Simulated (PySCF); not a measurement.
cyclobutane (C₄H₈), SMILES C1CCC1. Coordinates come from a PBE0-D3(BJ)/def2-SVP optimisation.

Calculation: PySCF with PBE0-D3(BJ)/def2-SVP.

Harmonic wavenumbers (cm⁻¹): 192, 631, 756, 756, 883, 942, 942, 966, 977, 1052, 1165, 1174, 1246, 1246, 1249, 1260, 1294, 1294, 1452, 1452, 1455, 1498, 3074, 3076, 3076, 3083, 3127, 3140, 3140, 3153. Rotational constants (GHz): 10.75, 10.75, 6.391; symmetry number 4.

Problem. Work out the zero-point energy and the ideal-gas rigid-rotor harmonic-oscillator thermochemistry at 298.15 K and 1 atm.

Solution. ZPE = ½ Σ hcν = ½ × 48752 cm⁻¹ = 291.60 kJ/mol. H − E(el) = 304.93 kJ/mol. Entropy in J/(mol K): translation 158.97, rotation 87.18, vibration 17.20, total 263.35. G − E(el) = 226.42 kJ/mol. Cp = 69.31 J/(mol K).
